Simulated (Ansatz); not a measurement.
# What a trial cell of Na₃C relaxes into

These are results of DFT PBE, scalar-relativistic, plane waves, PAW in Ansatz, not measurements. Cutoff 420 eV, Γ-centred k mesh, Gaussian smearing, collinear spin, first started from parallel moments.

The start puts Na₃C on the Ni3Sn (D0_19) structure type (P6_3/mmc, No. 194), with C in place of Sn, Na in place of Ni, at a guessed volume.

```
Na C
1.0
     5.88150    0.00000    0.00000
    -2.94075    5.09353    0.00000
     0.00000    0.00000    4.72081
Na C
6 2
Direct
  0.83300 0.66600 0.25000
  0.16700 0.83300 0.75000
  0.33400 0.16700 0.25000
  0.16700 0.33400 0.75000
  0.83300 0.16700 0.25000
  0.66600 0.83300 0.75000
  0.33333 0.66667 0.25000
  0.66667 0.33333 0.75000
```

Cell and atoms relax at zero pressure; the relaxation can't lower the symmetry of the start. After a coarse first stage the cell is made exact in the group found at 0.06 Å.

The zero of energy is the elements' standard structures at the same level; no fitted shifts are applied.

(1) What does it relax into?

(2) What are its volume, energy, gap and moment?

Results:

(1) It keeps P6_3/mmc (No. 194), but not the shape of the type it started on. Conventional cell: a = 7.467 Å, c = 3.930 Å. Na is coordinated by 2 C at 2.60 Å, 2 Na at 2.95 Å and 4 Na at 3.26 Å; C is coordinated by 6 Na at 2.60 Å.

```xyz
8
Lattice="7.4671 0.0000 0.0000 -3.7336 6.4667 0.0000 0.0000 0.0000 3.9299" Properties=species:S:1:pos:R:3 pbc="T T T"
Na    3.7336    3.8597    0.9825
Na   -1.4758    5.1632    2.9474
Na    2.2577    1.3035    0.9825
Na    0.0000    2.6070    2.9474
Na    5.2094    1.3035    0.9825
Na    1.4758    5.1632    2.9474
C     0.0000    4.3112    0.9825
C     3.7336    2.1556    2.9474
```

(2) The volume per atom is 23.72 Å³. The density is 1.42 g/cm³. The energy over the elements is 1.03 eV/atom. The gap on the 6×6×10 mesh is 0 eV (a metal) and the net moment per atom is 0.39 μB. The largest site moment is 1.17 μB.

The final run used a 6×6×10 mesh on its 8-atom cell and 0.10 eV smearing. The k mesh leaves about 4 meV/atom of noise in metals. Symmetry constrained the relaxation, so the result can be a saddle point.

Cost: 4 runs of about 8.6 core-minutes in all, on Arm Neoverse V2 (shared hosts).